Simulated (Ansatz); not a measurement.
Energy needed to pull apart CHClSi, singlet, into free ground-state atoms, from the structure below (displaced at random from a GFN2-xTB minimum); no zero-point or spin–orbit terms; open-shell atoms are treated unrestricted, in their ground-state multiplicity.

C1  (0.567, 1.020, 0.070)
Si2  (-0.155, -0.514, -0.048)
Cl3  (-0.379, -2.440, -0.326)
H4  (-0.040, 1.913, 0.328)
(Å)

Computed with Ansatz 0.2.0 (basis: def2-TZVPP); correlated methods freeze the cores. B3LYP uses VWN-RPA correlation.

```csv
method,atomization energy (eV)
PBE-D4,12.59
r2SCAN-D4,?
PBE0-D4,11.91
B3LYP-D4,11.77
LC-wPBE,?
wB97M-V,11.80
HF,6.82
MP2,12.13
CCSD,11.02
CCSD(T),11.61
```

Problem. What does r2SCAN-D4 give? (Judge from chemistry; the value comes from the calculation.)

Solution. Computed: 12.10 eV, which is about 0.49 eV more than CCSD(T)/def2-TZVPP.

Problem. What does LC-wPBE give? (Judge from chemistry; the value comes from the calculation.)

Solution. The calculation gives: 11.25 eV, which is about 0.36 eV less than CCSD(T)/def2-TZVPP.

In triple zeta the MP2 and coupled-cluster atomization energies are still short of their basis limit by a few kcal/mol a bond, whereas those of the functionals are nearly converged, so these differences are not deviations from converged CCSD(T).

No T1 diagnostic of these runs exceeds 0.022. The restricted Hartree–Fock reference is unstable towards an unrestricted one here.

For scale, one of the runs: CCSD(T)/def2-TZVPP forces, 129 basis functions (an equivalent command: `ansatz run in.yaml --threads 4`). Hardware: 4 CPU threads, shared host. Wall time 16 s; peak host memory 0.98 GiB.
